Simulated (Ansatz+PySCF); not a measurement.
# singlet LiH: levels of theory in one basis

```xyz
2

Li    0.0000    0.0000   -0.5992
H     0.0000    0.0000    1.7976
```

Basis set: cc-pVDZ (spherical functions). All electrons are correlated. Charge 0, multiplicity 1.

Computed with Ansatz (development build ahead of 0.2.0); each method stands on the lowest determinant of its kind that the runs found. NEVPT2 correlates all electrons. Active spaces start from the frontier orbitals, and the lowest solution found is given.

| method | E − E(RHF) (eV) | <S²> of the determinant |
| --- | --- | --- |
| RHF | 0.00 | 0.00 |
| UHF | -0.04 | 0.33 |
| RHF-MP2 | -0.63 | – |
| UHF-MP2 | -0.45 | 0.33 |
| RHF-CCSD | -0.93 | – |
| RHF-CCSD(T) | -0.93 | – |
| full CI (lowest root of this spin) | -0.93 | – |
| CASSCF(2,2) | -0.70 | – |

(1) What does SC-NEVPT2(2,2) give on the same scale?

(2) Is a single determinant a sound starting point here?

Answers

(1) -0.85 eV. NEVPT2 here correlates all electrons, so it doesn't share the others' frozen core.

At such a shape the full CI root can have another spatial symmetry than the determinants, so the rows needn't describe one state.

(2) Only with care. Unrestricted orbitals gain 0.04 eV and <S²> is 0.33 against 0.00 for a pure state, so spin symmetry breaks but gains little energy; restricted orbitals can still serve. The CASSCF(2,2) natural occupations are 1.89, 0.11.

Caution for UHF, UHF-MP2: the unrestricted determinant is spin contaminated. Caution for RHF-MP2, UHF-MP2, RHF-CCSD, RHF-CCSD(T): bonds are stretched, where a single reference can fail. Caution for UHF-MP2: another reference gives a lower total.
